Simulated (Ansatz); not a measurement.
Results of PBE-D3(BJ) (Ansatz, a program for electronic structure, PAW) for hcp Os.

Run with plane-wave cutoff 500 eV, 30×30×18 k mesh (along the axes of the cell as run), Fermi–Dirac smearing 0.1 eV, no spin polarisation, scalar-relativistic PAW data made under PBE.

Computed at the level's own relaxed cell.

Problem. What does this level give for the volume per atom, equilibrium lattice constant a and c axis length?

Solution. 
- volume per atom: 14.02 Å³/atom
- equilibrium lattice constant a: 2.737 Å
- c axis length: 4.322 Å

Measured, for comparison: lattice constant a 2.734 Å (293 K, no zero-point or thermal correction, our sources range from 2.734 to 2.740; as tabulated in Wikipedia's data pages); lattice parameter c 4.320 Å (293 K, no zero-point or thermal correction; as tabulated in Wikipedia's data pages). Computed (rounded) less measured: lattice constant a +0.1 % (inside the range of the sources held), lattice parameter c 0.0 %.

Spin–orbit coupling is not included.

Computed values are for the static lattice.
